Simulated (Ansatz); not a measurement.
# AlSiH (triplet): from Hartree-Fock to the top rungs at a displaced geometry (v1), cc-pVDZ

The task here is to estimate one member of a computed series from the others.

Program: Ansatz 0.2.0, Gaussian basis. Level of theory: cc-pVDZ, core rule «outside noble gas», up to 10 orbitals frozen. These are calculated values, not measurements.

To be run: UHF; CCSD(T) on ROHF; CCSD(T) on UHF; BCCD(T) on ROHF; CISD as a restricted active space (open shells left free, so some higher excitations enter); CCSDT(Q) on ROHF; CCSDT(Q) on UHF; CASSCF and MRCISD+Q, 8 electrons in 9 orbitals; CASSCF and NEVPT2, 8 electrons in 9 orbitals.

25 further runs of the same task are left out: 4 for a known fault of the program, 6 that didn't finish, 15 set aside as unsound or not needed. Runs told in other sessions of the task aren't counted.

**The geometry**

The geometry is a PBE0/def2-TZVP stationary point (not a proven minimum) with its atoms shifted at random (size 0.040 Å).

3 atoms, charge 0, spin multiplicity 3.

Atoms are counted from 1 here; the program's logs count them from 0.

Bond lengths: Si1–Al2 2.345 Å, Al2–H3 1.643 Å. Angles: Si1–Al2–H3 177.0°.

Coordinates:

```
atom    x (Å)    y (Å)    z (Å)
 Si1  -0.0154  -0.0090   2.1102
 Al2  -0.0163  -0.0252  -0.2344
  H3   0.0317   0.0342  -1.8759
```

The first run:

The input, in.yaml:

```yaml
crystal:
  periodic: [false, false, false]
  atoms:
    - {symbol: Si, position_ang: [-0.015433, -0.009008, 2.110240]}
    - {symbol: Al, position_ang: [-0.016266, -0.025151, -0.234380]}
    - {symbol: H, position_ang: [0.031698, 0.034159, -1.875860]}
basis:
  gaussian: {orbitals: cc-pVDZ}
magnetization: {spin_polarized: true, initial_magnetization: 2}
hamiltonian: {xc: hf}
output: {orbitals: {seedname: orbitals}}
```

On the command line:

```bash
ansatz run in.yaml --threads 1 --pin off --events-out ev --progress --plain --max-ram 2393MiB
```

Steps of the session up to this table: UHF; CCSD(T) on ROHF; CCSD(T) on UHF; BCCD(T) on ROHF; CISD as a restricted active space (open shells left free, so some higher excitations enter); CCSDT(Q) on ROHF; CCSDT(Q) on UHF; CASSCF and MRCISD+Q, 8 electrons in 9 orbitals; CASSCF and NEVPT2, 8 electrons in 9 orbitals.

One table of the session follows, with a row left open; its other results are not shown here.

```
          method  from UCCSDT(Q) (kcal/mol)
            ROHF                     +99.87
             UHF                     +97.52
            RMP2                     +24.44
            UMP2                     +25.26
            CISD                     +11.24
           RCCSD                      +5.32
           UCCSD                      +5.26
        RCCSD(T)                      +1.33
        UCCSD(T)                      +1.35
         BCCD(T)                          ?
          RCCSDT                      +0.31
          UCCSDT                      +0.30
       RCCSDT(Q)                      +0.02
       UCCSDT(Q)                          0
  CASSCF valence                     +59.22
  NEVPT2 valence                     +16.68
  MRCISD valence                      +4.06
MRCISD+Q valence                      +0.16
```

**Question.** Estimate the row for BCCD(T).

The run gave: from UCCSDT(Q) (kcal/mol): +1.37. In the column «from UCCSDT(Q) (kcal/mol)» it lies between UCCSD(T) (+1.35) and MRCISD valence (+4.06).

Limits of these values: Restricted and unrestricted rows rest on different reference determinants; a gap between their highest levels can come from leftover correlation error, from unlike frozen cores or from another state.
